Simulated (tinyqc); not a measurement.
A ladder of methods, and size consistency: correlation methods against full CI in the sto-3g basis, for NH3, spin multiplicity 1. Computed by the program tinyqc with PySCF. Command: `OMP_NUM_THREADS=1 python tinyqc.py 112840 112841 out.jsonl`; one thread of a shared host (Intel(R) Xeon(R) Processor @ 2.60GHz), about 2 s.

Geometry (angstrom):

| atom | x | y | z |
|---|---|---|---|
| N | 0.0000 | 0.0000 | 0.5280 |
| H | 0.9490 | 0.0000 | 0.0000 |
| H | -0.4740 | 0.8220 | 0.0000 |
| H | -0.4740 | -0.8220 | 0.0000 |

RHF energy of one = -55.447099 hartree

All electrons correlated; +Q is the Davidson correction (1 - c0^2) E_corr. The last columns treat two copies 100 angstrom apart as one system. FCI is the lowest singlet.

Correlation energies (hartree):

| method | E_corr of one | share of FCI (%) | E_corr of two at 100 angstrom | two minus twice one (mhartree) |
|---|---|---|---|---|
| MP2 | -0.05826 | 72.336 | -0.11652 | 0.000 |
| CISD | -0.07784 | 96.654 | -0.14948 | 6.204 |
| CISD+Q | -0.08122 | 100.839 | -0.16093 | 1.505 |
| CCSD | -0.08027 | 99.668 | -0.16054 | 0.000 |
| CCSD(T) | -0.08040 | 99.824 | -0.16080 | 0.000 |
| FCI | -0.08054 | 100.000 | - | - |

MP2 recovers 72 %, CISD 96.7 % and CCSD 99.7 % of the FCI value (c0^2 = 0.957 in CISD). MP2 and coupled cluster are size consistent, so their last column vanishes; CISD loses 6.20 mhartree, since a double excitation on each copy is a quadruple of the pair, and the Davidson correction leaves +1.50.
